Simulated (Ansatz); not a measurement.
Total energies of `[SiH2]1[SiH2][SiH2]1`.

```xyz
9

Si    1.133    0.372    0.623
Si   -0.809   -0.914    0.565
Si   -0.323    0.541   -1.188
H     2.438   -0.306    0.423
H     1.206    1.502    1.580
H    -0.687   -2.374    0.331
H    -1.917   -0.563    1.488
H     0.095   -0.032   -2.492
H    -1.135    1.774   -1.330
```

The species carries charge 0 and has multiplicity 1. Geometry: relaxed with PBE0-D4/def2-TZVP. Basis def2-TZVPP, Ansatz.

RPA on PBE orbitals: Hartree–Fock energy of these orbitals -870.21504 Eh, correlation -0.74211 Eh (frozen core).

```csv
functional,kind,energy without D4 (Eh),D4 term (kJ/mol)
revPBE,GGA,-871.88716,-53.3
ωB97M-V,range-separated hybrid meta-GGA with VV10,-871.97602,–
```

Question: Give the same for LDA (SPW92), PBE, BLYP, r2SCAN, B97M-V, PBE0, B3LYP, r2SCANh, r2SCAN0, HSE06 (plane-wave form), BHLYP, CAM-B3LYP, LC-ωPBE, ωB97X-V, B2PLYP, PBE-QIDH. (Best estimate.)

Answer: Ansatz gave: 
```json
{"functional": "LDA (SPW92)", "kind": "LDA", "energy without D4 (Eh)": "-868.53596", "D4 term (kJ/mol)": "–"}
{"functional": "PBE", "kind": "GGA", "energy without D4 (Eh)": "-871.60672", "D4 term (kJ/mol)": "-20.9"}
{"functional": "BLYP", "kind": "GGA", "energy without D4 (Eh)": "-872.03943", "D4 term (kJ/mol)": "-44.6"}
{"functional": "r2SCAN", "kind": "meta-GGA", "energy without D4 (Eh)": "-871.98244", "D4 term (kJ/mol)": "-4.7"}
{"functional": "B97M-V", "kind": "meta-GGA with VV10", "energy without D4 (Eh)": "-871.84790", "D4 term (kJ/mol)": "–"}
{"functional": "PBE0", "kind": "global hybrid, 25 % exact exchange", "energy without D4 (Eh)": "-871.69593", "D4 term (kJ/mol)": "-17.8"}
{"functional": "B3LYP", "kind": "global hybrid, 20 %", "energy without D4 (Eh)": "-872.12875", "D4 term (kJ/mol)": "-34.2"}
{"functional": "r2SCANh", "kind": "meta-GGA hybrid, 10 %", "energy without D4 (Eh)": "-871.97746", "D4 term (kJ/mol)": "-5.2"}
{"functional": "r2SCAN0", "kind": "meta-GGA hybrid, 25 %", "energy without D4 (Eh)": "-871.97085", "D4 term (kJ/mol)": "-5.8"}
{"functional": "HSE06 (plane-wave form)", "kind": "screened hybrid", "energy without D4 (Eh)": "-871.67538", "D4 term (kJ/mol)": "-16.8"}
{"functional": "BHLYP", "kind": "global hybrid, 50 %", "energy without D4 (Eh)": "-872.05587", "D4 term (kJ/mol)": "-30.2"}
{"functional": "CAM-B3LYP", "kind": "range-separated hybrid", "energy without D4 (Eh)": "-872.06929", "D4 term (kJ/mol)": "-18.5"}
{"functional": "LC-ωPBE", "kind": "long-range corrected hybrid", "energy without D4 (Eh)": "-871.78723", "D4 term (kJ/mol)": "–"}
{"functional": "ωB97X-V", "kind": "range-separated hybrid GGA with VV10", "energy without D4 (Eh)": "-871.92468", "D4 term (kJ/mol)": "–"}
{"functional": "B2PLYP", "kind": "double hybrid", "energy without D4 (Eh)": "-871.68797", "D4 term (kJ/mol)": "–"}
{"functional": "PBE-QIDH", "kind": "double hybrid", "energy without D4 (Eh)": "-871.43370", "D4 term (kJ/mol)": "–"}
```

B3LYP takes the VWN-RPA correlation (the form of Gaussian; ORCA's B3LYP/G). HSE06 is the plane-wave form, built on full-range PBE exchange. The double hybrids freeze the cores in their second-order part.

LC-ωPBE has ω = 0.4 bohr⁻¹.
